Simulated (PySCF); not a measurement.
Predicted microwave data (PBE0/pcSseg-1 in PySCF (dipole) on a GFN2-xTB geometry, gas phase) for one isomer of C5H8O:

* Rotational constants: A = 6748, B = 3380, C = 2436 MHz
* Dipole components: |μa| = 3.06 D, |μb| = 0.00 D, |μc| = 0.00 D
* Inertial defect: -16.91 u·Å²
* κ: -0.56

Question: Which structure is it? (One computed conformer of each.)
A. `[CH3:1][CH2:2]/[CH:3]=[CH:4]\[CH:5]=[O:6]` with C1–C2–C3–C4 -178°, C3–C4–C5–O6 -1°
B. `[CH3:1]/[CH:2]=[CH:3]/[C:4]([CH3:5])=[O:6]` with C2–C3–C4–C5 -179°
C. `[CH:1]#[C:2][C:3]([CH3:4])([CH3:5])[OH:6]` with C2–C3–O6–H 57°
D. `[O:1]=[C:2]1[CH2:3][CH2:4][CH2:5][CH2:6]1` with O1–C2–C3–C4 168°, C2–C3–C4–C5 31°, C3–C4–C5–C6 -38°, C4–C5–C6–C2 31° (cyclopentanone)

Answer: D. It is O=C1CCCC1, an asymmetric top, point group C2. The candidates at the same level (rigid rotor, commonest isotopes):

```
      SMILES  A (MHz)  B (MHz)  C (MHz)  μa (D)  μb (D)  μc (D)  Δ (u·Å²)  point group                        rotor
  CC/C=C\C=O     7893     2145     1722    1.12    2.27    0.01     -6.21            –               asymmetric top
 C#CC(C)(C)O     4783     2801     2744    0.46    1.12    0.63   -101.90            –                            –
   O=C1CCCC1     6748     3380     2436    3.06    0.00    0.00    -16.91           C2               asymmetric top
C/C=C/C(C)=O     9113     1897     1601    1.80    2.55    0.01     -6.24            –  near-prolate asymmetric top
```

`C/C=C/C(C)=O` has B 44 % too low; `CC/C=C\C=O` has B 37 % too low; `C#CC(C)(C)O` has A 29 % too low. In the right answer the symmetry axis of this C2 structure is a, so μb and μc vanish by symmetry. No structure here is proved a minimum.
